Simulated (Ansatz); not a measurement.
**AlNH+ (triplet): wave-function methods side by side, cc-pVDZ**

How much of the correlation energy of AlNH+ (triplet) does each wave-function method recover here?

Program: Ansatz 0.2.0, Gaussian basis. Level of theory: cc-pVDZ, core rule «outside noble gas», up to 6 orbitals frozen. These are calculated values, not measurements.

The runs, in order: UHF; CCSD(T) on ROHF; CCSD(T) on UHF; BCCD(T) on ROHF; CISD; CCSDT(Q) on ROHF; CCSDT(Q) on UHF.

32 further runs of the same task are left out: 8 for a known fault of the program, 7 that didn't finish, 17 set aside as unsound or not needed.

## (1) What is computed

The geometry is a PBE0/def2-TZVP stationary point (not a proven minimum) of the parent state, kept for this charge and spin.

3 atoms, charge 1, spin multiplicity 3.

Atoms are counted from 1 here; the program's logs count them from 0.

Bond lengths: Al1–N2 1.919 Å, Al1–H3 1.612 Å. Angles: N2–Al1–H3 112.5°.

## (2) UHF

in.yaml

```yaml
crystal:
  periodic: [false, false, false]
  atoms:
    - {symbol: Al, position_ang: [0.000000, -0.104664, 0.617425]}
    - {symbol: N, position_ang: [0.000000, 0.107524, -1.289743]}
    - {symbol: H, position_ang: [0.000000, 1.307572, 1.394905]}
basis:
  gaussian: {orbitals: cc-pVDZ}
total_charge: 1
magnetization: {spin_polarized: true, initial_magnetization: 2}
hamiltonian: {xc: hf}
output: {orbitals: {seedname: orbitals}}
```

Launch:

```sh
$ ansatz run in.yaml --threads 1 --pin off --events-out ev --progress --plain --max-ram 2393MiB
```

The runs that follow: CCSD(T) on ROHF; CCSD(T) on UHF; BCCD(T) on ROHF; CISD; CCSDT(Q) on ROHF; CCSDT(Q) on UHF.

Before running them: what should the planned runs give, taken together? Wanted: RCCSDT(Q) below the RHF energy; RMP2 from RCCSDT(Q); UMP2 from RCCSDT(Q); RCCSD from RCCSDT(Q); RCCSD(T) from RCCSDT(Q); UCCSD(T) from RCCSDT(Q); UCCSDT(Q) from RCCSDT(Q); T1 diagnostic.

As calculated:

```
                         quantity                      value
   RCCSDT(Q) below the RHF energy                 -5.2274 eV
              RMP2 from RCCSDT(Q)                +1126.0 meV
              UMP2 from RCCSDT(Q)                +1405.9 meV
             RCCSD from RCCSDT(Q)                 +225.7 meV
          RCCSD(T) from RCCSDT(Q)                  +60.4 meV
          UCCSD(T) from RCCSDT(Q)                  +82.8 meV
         UCCSDT(Q) from RCCSDT(Q)                   -3.2 meV
levels within 1 kcal/mol (43 meV)  RCCSDT, UCCSDT, UCCSDT(Q)
                    T1 diagnostic                      0.061
```

RCCSD(T) lands +60.4 meV from the yardstick (1.2 % of the correlation energy). CCSD(T) misses by +60.4 meV on the restricted determinant and by +82.8 meV on the unrestricted one; the two need not hold the same state or core. These misses are within one basis, not against nature; the frozen cores of restricted and unrestricted runs differ, which can shift their rows.
